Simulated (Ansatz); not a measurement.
## Band transport in RbBeF3

Method: DFT PBEsol, scalar-relativistic, plane waves, PAW in Ansatz 0.2.0. Plane waves to 420 eV; Γ-centred k mesh 6×6×6; Gaussian smearing of 0.02 eV. No spin polarisation.

The cell, relaxed at this level:
```
CELL_PARAMETERS angstrom
3.79409 0.00000 0.00000
0.00000 3.79409 0.00000
0.00000 0.00000 3.79409
ATOMIC_POSITIONS crystal
Rb 0.00000 0.00000 0.00000
Be 0.50000 0.50000 0.50000
F 0.00000 0.50000 0.50000
F 0.50000 0.00000 0.50000
F 0.50000 0.50000 0.00000
```

The cell was built by swapping an element in a database structure (itself possibly hypothetical) and relaxing; it need not be the stable form of this composition.

Constant relaxation time and rigid bands. The levels are interpolated over the whole zone and filled by a Fermi function at the stated temperature, with the chemical potential set by the electron count. The Kohn–Sham gap on the mesh is 7.29 eV and isn't corrected.

(1) Give the Seebeck coefficient (μV/K; xx, yy, zz) and the conductivity masses (m_e; principal values, sorted) at 900 K against doping (cm⁻³).

(2) At 10¹⁸ cm⁻³, which carrier is lighter?

Answers

(1)
```
doping S              m*
n 1e18  -563 -563 -563  0.60 0.60 0.60
n 1e19  -366 -366 -366  0.60 0.60 0.60
n 1e20  -179 -179 -179  0.61 0.61 0.61
n 1e21     -54 -54 -54  0.70 0.70 0.70
p 1e18     964 964 964  4.17 4.17 4.17
p 1e19     765 765 765  4.17 4.17 4.17
p 1e20     567 567 567  4.17 4.17 4.17
p 1e21     368 368 368  4.20 4.20 4.20
```

(2) Electrons, 0.60 against 4.17 m_e (harmonic means of the principal values).

Symmetry holds off the tilts and polar distortions that many cubic perovskites undergo.